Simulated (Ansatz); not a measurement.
AlClHO (`[O][AlH][Cl]`) radical from Hartree–Fock to CCSD(T)

```xyz
4

O     1.284   -1.144   -0.009
Al   -0.082   -0.085    0.040
Cl    0.261    1.886   -0.534
H    -1.463   -0.658    0.503
```

Charge 0, multiplicity 2. The structure was optimised at the PBE0-D4/def2-TZVP level. Frozen core, unrestricted reference, Ansatz 0.2.0. CBS rows extrapolate triple and quadruple zeta; past MP2 they add the triple-zeta difference.

```
     basis     HF (Eh)  MP2 corr.
  def2-SVP  -776.64449   -0.32851
def2-TZVPP  -776.98766   -0.44472
def2-QZVPP  -777.01122   -0.48810
```

(1) Estimate the CCSD correlation energy and the (T) correction in each basis where they were run (hartree).

Answers

(1) 
```json
{"basis": "def2-SVP", "CCSD corr.": "-0.36107", "(T)": "-0.00653"}
{"basis": "def2-TZVPP", "CCSD corr.": "-0.48069", "(T)": "-0.01676"}
{"basis": "CBS(def2)", "CCSD corr.": "-0.55620", "(T)": "as TZ"}
```
